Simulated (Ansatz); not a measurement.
# H₂SO (SMILES OS): functionals against CCSD(T) at one geometry

One table from this session's results is given with a row withheld; the runs are named, their logs left out.

The runs use Ansatz 0.2.0, Gaussian basis; single points in def2-TZVPP.

Cores are frozen in the correlated methods.

## Where the work starts

4 atoms, charge 0, spin multiplicity 1.

Atoms are counted from 1 here; the program's logs count them from 0.

Bond lengths: O1–S2 1.523 Å, O1–H3 1.136 Å, S2–H4 1.287 Å. Angles: S2–O1–H3 109.8°, O1–S2–H4 97.2°.

Geometry (Å):

```xyz
4
H2OS
O     0.01750   -0.77090   -0.16150
S    -0.10640    0.69910   -0.54090
H    -0.80640   -1.05020    0.56980
H     0.72830    1.16050    0.32390
```

The first run:

The input, run/in.yaml:

```yaml
crystal:
  periodic: [false, false, false]
  atoms:
    - {symbol: O, position_ang: [0.017500, -0.770900, -0.161500]}
    - {symbol: S, position_ang: [-0.106400, 0.699100, -0.540900]}
    - {symbol: H, position_ang: [-0.806400, -1.050200, 0.569800]}
    - {symbol: H, position_ang: [0.728300, 1.160500, 0.323900]}
basis:
  gaussian: {orbitals: def2-TZVPP}
correlation: {method: ccsd_t}
output: {forces: true}
```

No record of the launch command was kept for these runs.

Steps of the session up to this table: CCSD(T)/def2-TZVPP; PBE0-D4/def2-TZVPP; wB97M-V/def2-TZVPP; r2SCAN-D4/def2-TZVPP; PBE-D4/def2-TZVPP; BHLYP-D4/def2-TZVPP; wB97X-V/def2-TZVPP.

One of the session's tables, all rows but one given; the rest of the session is left out.

| method | RMS force component (eV/Å) | angle to CCSD(T) forces (°) | dipole (D) |
| --- | --- | --- | --- |
| CCSD(T) | 3.296 | reference | 1.83 |
| PBE0-D4 | 3.147 | 3.8 | 1.89 |
| wB97M-V | 3.225 | 2.2 | 1.87 |
| r2SCAN-D4 | 3.136 | 2.4 | 1.87 |
| PBE-D4 | 3.142 | 5.2 | 1.80 |
| BHLYP-D4 | ? | ? | ? |
| wB97X-V | 3.264 | 2.5 | 1.91 |

**Question.** Estimate the row for BHLYP-D4.

As computed: RMS force component (eV/Å): 3.215; angle to CCSD(T) forces (°): 7.1; dipole (D): 1.92. In the column «RMS force component (eV/Å)» it lies between PBE0-D4 (3.147) and wB97M-V (3.225).
